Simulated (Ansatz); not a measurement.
[OH···H···Br], doublet along the distance O1-H3

Starting geometry:

```xyz
4

O    -0.8813   -0.2316    0.0000
H    -1.1306    0.6949    0.0000
H     0.0782   -0.2316    0.0000
Br    1.9337   -0.2316    0.0000
```

From there H3 is moved from one fragment to the other while all else, the fragments' distance too, stays fixed; atoms are numbered as listed. Energies are in eV, counted from the starting geometry at the same level.

Basis cc-pVDZ; Ansatz 0.2.0. Correlated methods freeze the noble-gas cores and the filled d shells of p-block atoms. Prefix R: restricted or restricted open-shell reference; prefix U: unrestricted. Active spaces: valence = (15e, 10o) chosen from the atoms' valence shells. No spin–orbit coupling is included, and no scalar relativity.

Coupled cluster chose its determinant by trial CCSD, here up to 0.17 eV above the lowest Hartree–Fock solution of its kind. Runs in a small pair space aren't shown, since their orbitals change along the scan. A value is left out where its run failed or describes another state than the reference as far as symmetry and spin tell, or, spin-broken singlets apart, can't be checked.

Full CI isn't at hand for all of this; UCCSDT(Q) serves as the reference, and is uncertain by about the last step of the cluster series. The frozen core follows each run's orbitals, which can shift R against U totals by a few meV for light atoms and by up to 0.1 eV past Ca.

| distance O1-H3 (Å) | UCCSDT(Q) | error UHF | error UMP2 | error RCCSDT | error CASSCF (valence space) | error MRCISD (valence space) | error MRCISD+Q (valence space) |
| --- | --- | --- | --- | --- | --- | --- | --- |
| 0.892 | 0.125 | -0.114 | -0.010 | -0.001 | -0.025 | -0.011 | -0.005 |
| 0.960 | 0.000 | 0.000 | 0.000 | 0.000 | 0.000 | 0.000 | 0.000 |
| 1.006 | 0.053 | 0.080 | 0.012 | 0.001 | 0.019 | 0.007 | 0.003 |
| 1.053 | 0.174 | 0.156 | 0.033 | 0.002 | 0.038 | 0.014 | 0.005 |
| 1.099 | 0.323 | 0.213 | 0.072 | 0.004 | 0.054 | 0.019 | 0.007 |
| 1.146 | 0.480 | 0.229 | 0.139 | 0.005 | 0.065 | 0.022 | 0.007 |
| 1.192 | 0.615 | 0.186 | 0.206 | 0.005 | 0.064 | 0.023 | 0.008 |
| 1.239 | 0.720 | 0.096 | 0.238 | 0.004 | 0.052 | 0.023 | 0.009 |
| 1.285 | 0.791 | – | 0.234 | 0.001 | – | – | – |

Errors are those of relative energies. In total energy the starting point itself misses UCCSDT(Q) by: UHF 9.019, UMP2 0.788, RCCSDT 0.020, CASSCF (valence space) 7.637, MRCISD (valence space) 0.616, MRCISD+Q (valence space) 0.050 eV.

Spread of the error over the points with a reference, to 1.285 Å (largest less smallest): RCCSDT 0.007, MRCISD+Q (valence space) 0.014 (8 of 9 points), MRCISD (valence space) 0.034 (8 of 9 points), CASSCF (valence space) 0.090 (8 of 9 points), UMP2 0.248, UHF 0.343 (8 of 9 points) eV.
